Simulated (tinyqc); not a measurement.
Inside a calculation. Method: ROHF in the sto-6g basis, for OH+, spin multiplicity 3. This run ends on a higher stationary point, not on the lowest solution. One step of it, computed by the program tinyqc.

Task: Iteration 3: diagonalisation and new density. Diagonalise F' = X^T F X, C = X C', fill 5 alpha and 3 beta electrons from the bottom; D(s) = C_occ C_occ^T. Each column has its largest component positive (the first on a tie).

effective F (hartree):
```
,1O 1s,1O 2s,1O 2px,1O 2py,1O 2pz,2H 1s
1O 1s,-21.323785,-5.136246,0.000000,0.000000,-0.014970,-1.205511
1O 2s,-5.136246,-2.879048,0.000000,0.000000,-0.204120,-1.260772
1O 2px,0.000000,0.000000,-1.012963,-0.047737,0.000000,0.000000
1O 2py,0.000000,0.000000,-0.047737,-0.705779,0.000000,0.000000
1O 2pz,-0.014970,-0.204120,0.000000,0.000000,-0.816459,-0.657980
2H 1s,-1.205511,-1.260772,0.000000,0.000000,-0.657980,-0.949459
```

X:
```
,1,2,3,4,5,6
1O 1s,0.249402,0.776172,0.000000,0.000000,0.597346,0.200644
1O 2s,-0.930156,-0.474285,0.000000,0.000000,0.372342,0.444966
1O 2px,0.000000,0.000000,0.519883,0.854238,0.000000,0.000000
1O 2py,0.000000,0.000000,0.854238,-0.519883,0.000000,0.000000
1O 2pz,-0.694073,0.555228,0.000000,0.000000,-0.595391,0.309843
2H 1s,1.112082,-0.224236,0.000000,0.000000,-0.194130,0.520555
```

Give: F' = X^T F X; orbital energies; coefficients C; D(alpha) after iteration 3; D(beta) after iteration 3.

Result:

F' = X^T F X (hartree):
```
,1,2,3,4,5,6
1,-0.305,-1.566,0.000,0.000,-1.132,-0.166
2,-1.566,-9.602,0.000,0.000,-8.961,-4.194
3,0.000,0.000,-0.831,-0.158,0.000,0.000
4,0.000,0.000,-0.158,-0.888,0.000,0.000
5,-1.132,-8.961,0.000,0.000,-10.207,-4.725
6,-0.166,-4.194,0.000,0.000,-4.725,-3.788
```

orbital energies (hartree): MO1 -21.326, MO2 -1.800, MO3 -1.020, MO4 -0.858, MO5 -0.699, MO6 0.083

coefficients C:
```
,MO1,MO2,MO3,MO4,MO5,MO6
1O 1s,0.997,-0.231,0.000,0.086,0.000,0.080
1O 2s,0.013,0.923,0.000,-0.449,0.000,-0.611
1O 2px,0.000,0.000,0.989,0.000,-0.150,0.000
1O 2py,0.000,0.000,0.150,0.000,0.989,0.000
1O 2pz,0.002,0.182,0.000,0.772,0.000,-0.782
2H 1s,-0.003,0.142,0.000,0.376,0.000,1.197
```

D(alpha) after iteration 3:
```
,1O 1s,1O 2s,1O 2px,1O 2py,1O 2pz,2H 1s
1O 1s,1.055,-0.240,0.000,0.000,0.027,-0.004
1O 2s,-0.240,1.054,0.000,0.000,-0.179,-0.037
1O 2px,0.000,0.000,1.000,0.000,0.000,0.000
1O 2py,0.000,0.000,0.000,1.000,0.000,0.000
1O 2pz,0.027,-0.179,0.000,0.000,0.630,0.316
2H 1s,-0.004,-0.037,0.000,0.000,0.316,0.162
```

D(beta) after iteration 3:
```
,1O 1s,1O 2s,1O 2px,1O 2py,1O 2pz,2H 1s
1O 1s,1.048,-0.201,0.000,0.000,-0.040,-0.036
1O 2s,-0.201,0.852,0.000,0.000,0.168,0.131
1O 2px,0.000,0.000,0.977,0.148,0.000,0.000
1O 2py,0.000,0.000,0.148,0.023,0.000,0.000
1O 2pz,-0.040,0.168,0.000,0.000,0.033,0.026
2H 1s,-0.036,0.131,0.000,0.000,0.026,0.020
```
